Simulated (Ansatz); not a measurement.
**Nudged elastic band run: BFH$_{4}$O**

Input file:

```yaml
crystal:
  periodic: [false, false, false]
  atoms:
    - { symbol: B, position_ang: [-0.009886, 0.004614, 0.058071] }
    - { symbol: F, position_ang: [-0.389332, 0.466805, 1.292667] }
    - { symbol: H, position_ang: [1.142667, 0.183993, -0.235864] }
    - { symbol: H, position_ang: [-0.856272, 0.038342, -0.796944] }
    - { symbol: O, position_ang: [0.0288, -1.726332, 0.354562] }
    - { symbol: H, position_ang: [-0.86901, -1.973786, 0.635324] }
    - { symbol: H, position_ang: [0.594834, -1.847237, 1.136784] }
basis:
  gaussian: { orbitals: "6-31G*" }
hamiltonian:
  xc: cam_b3lyp
  dispersion: d4
neb:
  order_check: false
  images: 5
  f_tol: 0.03
  max_iterations: 60
  initial_path: linear
  final_atoms:
    - { symbol: B, position_ang: [0.03708317, -0.41999639, -0.4622828] }
    - { symbol: F, position_ang: [0.05533796, -0.04534026, 2.25903075] }
    - { symbol: H, position_ang: [1.09177415, 0.12910782, -0.50325286] }
    - { symbol: H, position_ang: [-0.95961735, 0.01643572, -0.95908353] }
    - { symbol: O, position_ang: [0.01448315, -1.63895998, 0.15343445] }
    - { symbol: H, position_ang: [-0.8646891, -2.04372171, 0.13586235] }
    - { symbol: H, position_ang: [0.26742901, -0.8511262, 1.82089165] }
```

Command:

```bash
$ ansatz run input.yaml --threads 1 --pin off --max-ram 2048MiB --backend cpu --events-out ev --progress --plain --runs-dir out
```

Output, in part (warnings, iteration lines, the closing report on the highest movable image, with atoms numbered from 0):

```
NEB end point (image 0): max|allowed force component| = 2.476e-2 eV/Å (the criterion of neb.relax_end_points is 1.000e-2)
NEB end point (image 6): max|allowed force component| = 1.149e-2 eV/Å (the criterion of neb.relax_end_points is 1.000e-2)
NEB iter   1: max|band force component| = 3.784e0 eV/Å  barrier→ = 2.7923 eV  barrier← = 2.2856 eV  Δτ_max = 0.2000 Å  (163 SCF iters)
NEB iter   2: max|band force component| = 2.860e0 eV/Å  barrier→ = 1.3300 eV  barrier← = 0.8233 eV  Δτ_max = 0.2000 Å  (140 SCF iters)
NEB iter   3: max|band force component| = 2.522e1 eV/Å  barrier→ = 3.2365 eV  barrier← = 2.7298 eV  Δτ_max = 0.0998 Å  (147 SCF iters)
NEB iter   4: max|band force component| = 3.517e0 eV/Å  barrier→ = 0.8578 eV  barrier← = 0.3511 eV  Δτ_max = 0.1313 Å  (136 SCF iters)
NEB iter   5: max|band force component| = 2.200e0 eV/Å  barrier→ = 0.7458 eV  barrier← = 0.2391 eV  Δτ_max = 0.0985 Å  (135 SCF iters)
NEB iter   6: max|band force component| = 6.431e-1 eV/Å  barrier→ = 0.7279 eV  barrier← = 0.2212 eV  Δτ_max = 0.0460 Å  (129 SCF iters)
NEB iter   7: max|band force component| = 5.028e-1 eV/Å  barrier→ = 0.7313 eV  barrier← = 0.2246 eV  CI = image 4  Δτ_max = 0.1578 Å  (121 SCF iters)
NEB iter   8: max|band force component| = 1.905e0 eV/Å  barrier→ = 0.8892 eV  barrier← = 0.3825 eV  CI = image 4  Δτ_max = 0.0794 Å  (133 SCF iters)
NEB iter   9: max|band force component| = 7.864e-1 eV/Å  barrier→ = 0.8635 eV  barrier← = 0.3568 eV  CI = image 4  Δτ_max = 0.0499 Å  (126 SCF iters)
NEB iter  10: max|band force component| = 3.056e-1 eV/Å  barrier→ = 0.8525 eV  barrier← = 0.3458 eV  CI = image 4  Δτ_max = 0.0337 Å  (121 SCF iters)
NEB iter  11: max|band force component| = 5.221e-2 eV/Å  barrier→ = 0.8525 eV  barrier← = 0.3458 eV  CI = image 4  Δτ_max = 0.0071 Å  (115 SCF iters)
NEB iter  12: max|band force component| = 1.522e-2 eV/Å  barrier→ = 0.8525 eV  barrier← = 0.3458 eV  CI = image 4  Δτ_max = 0.0000 Å  (219 SCF iters)
Total energy: -5503.52340660 eV, -202.2507547704 hartree
Atom 0 at     0.091924    -0.300744    -0.086914 Å, force    -0.003316     0.004131     0.002702 eV/Å
Atom 1 at     0.092879     0.124493     1.519989 Å, force     0.001962    -0.004840    -0.002096 eV/Å
Atom 2 at     1.160394     0.004231    -0.512782 Å, force     0.000179    -0.001803     0.002323 eV/Å
Atom 3 at    -0.920835     0.109670    -0.570346 Å, force     0.001820    -0.001222     0.000233 eV/Å
Atom 4 at     0.026065    -1.724412     0.382711 Å, force    -0.005297     0.001598     0.000869 eV/Å
Atom 5 at    -0.856666    -2.096735     0.242468 Å, force     0.002908    -0.004066    -0.001126 eV/Å
Atom 6 at     0.048040    -0.970103     1.469476 Å, force     0.001744     0.006201    -0.002905 eV/Å
Dipole moment:    -0.341988    -0.353039     0.125691 e Å
```

The run converged. Another band between the same ends (5 images) ends at a top of the same energy, where a vibrational analysis finds 1 clearly imaginary mode. The orbitals stay closed-shell, which can raise the energy where a bond breaks towards radicals; this wasn't checked here.

Final band (atoms are numbered from 1 in the order of the input):

```tsv
image	path coordinate (Å)	energy (eV)	B1–F2 (Å)	O5–H7 (Å)	F2–H7 (Å)
0	0.00	0.00	1.37	0.97	2.52
1	0.44	0.01	1.37	0.97	2.32
2	0.88	0.02	1.38	0.97	2.12
3	1.32	0.26	1.45	1.01	1.57
4	1.76	0.85	1.66	1.32	1.10
5	2.34	0.56	2.24	1.81	0.95
6	2.92	0.51	2.75	1.86	0.94
```

Time of the run: 49 s on 1 thread of Intel(R) Xeon(R) 6975P-C (Granite Rapids), with other jobs on the host, peak memory 0.12 GiB.
